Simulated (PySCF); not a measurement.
Isomers of C3H7NO. Theory: PySCF, PBE0-D3(BJ)/def2-SVP geometry optimisation, gas phase. Energies are electronic, without zero-point or thermal terms, for one conformer each. No frequencies were run at this level. Point groups hold within 0.08 Å.

Task: Rank from lowest to highest electronic energy at this level (kcal/mol).
A. `[CH3:1][CH2:2][C:3]([NH2:4])=[O:5]` with C1–C2–C3–N4 -171° (propanamide)
B. `[CH3:1][CH2:2][NH:3][CH:4]=[O:5]` with C1–C2–N3–C4 -91°, C2–N3–C4–O5 -3°
C. dimethylformamide (`CN(C)C=O`)
D. `[CH3:1][NH:2][C:3]([CH3:4])=[O:5]` with C1–N2–C3–C4 179°
E. `[H]/[N:5]=[C:3](\[O:2][CH3:1])[CH3:4]` with C1–O2–C3–C4 179°
F. `[CH3:1]/[N:2]=[CH:3]/[CH2:4][OH:5]` with N2–C3–C4–O5 0°, C3–C4–O5–H 0°

Result: A (0.0), D (5.0), B (8.3), C (13.0), E (26.6), F (36.6).

As drawn, the lowest has a C=O bond, an N–H bond and a C(=O)–N unit, which the highest lacks; the highest has a C=N bond and an O–H bond, which the lowest lacks.

| SMILES | E (Eh) | E rel (kcal/mol) | dipole (D) | point group | A, B, C (MHz) |
| --- | --- | --- | --- | --- | --- |
| CCC(N)=O | -248.07231 | 0.0 | 3.69 | near Cs | 9911, 3824, 2864 |
| CNC(C)=O | -248.06440 | 5.0 | 3.76 | – | 10126, 3910, 2924 |
| CCNC=O | -248.05907 | 8.3 | 3.74 | C1 | 10535, 3336, 2915 |
| CN(C)C=O | -248.05156 | 13.0 | 3.80 | Cs | 9012, 4224, 2985 |
| [H]/N=C(/C)OC | -248.02989 | 26.6 | 2.20 | Cs | 9690, 4147, 3015 |
| C/N=C/CO | -248.01406 | 36.6 | 3.08 | Cs | 15065, 2898, 2506 |

Task: How do the relative energies change in single points at PBE0/pcSseg-1 (no added dispersion term) on the same geometries?

Result: 
```csv
SMILES,PBE0-D3(BJ)/def2-SVP (kcal/mol),PBE0/pcSseg-1 (kcal/mol),shift
CCC(N)=O,0.0,0.0,0.0
CNC(C)=O,5.0,4.3,-0.7
CCNC=O,8.3,8.0,-0.3
CN(C)C=O,13.0,12.9,-0.1
[H]/N=C(/C)OC,26.6,25.7,-0.9
C/N=C/CO,36.6,35.6,-1.0
```

Each column counts from its own lowest isomer. The order is unchanged; the largest shift is 1.0 kcal/mol.
